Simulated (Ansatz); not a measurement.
Basis-set extrapolation for C2H2FNO, SMILES `NC(F)=C=O` (PBE0-D4/def2-TZVP geometry, frozen core, Ansatz 0.2.0). Multiplicity 1, RHF reference.

|  | def2-TZVPP | def2-QZVPP |
| --- | --- | --- |
| HF | -305.712406 | -305.725817 |
| MP2 correlation | -0.984341 | -1.061725 |
| CCSD(T) correlation | -1.035359 | not run |

Energies in hartree. Use E(X) = E(∞) + A·exp(−7.88·√X) for Hartree–Fock and E(X) = E(∞) + B·X^(−2.97) for correlation, with X = 3 and 4, and add CCSD(T) minus MP2 of the smaller set to the MP2 limit.

Question: What is the CCSD(T) energy at the basis-set limit?

Answer: HF limit: -305.725817 + (-0.013411) × 0.13774 = -305.72766. MP2 limit: -1.061725 + (-0.077384) × 0.74074 = -1.11905. Higher-order term: -1.035359 − (-0.984341) = -0.05102. Total: -306.89773 hartree, 393.7 kJ/mol below CCSD(T)/def2-TZVPP.
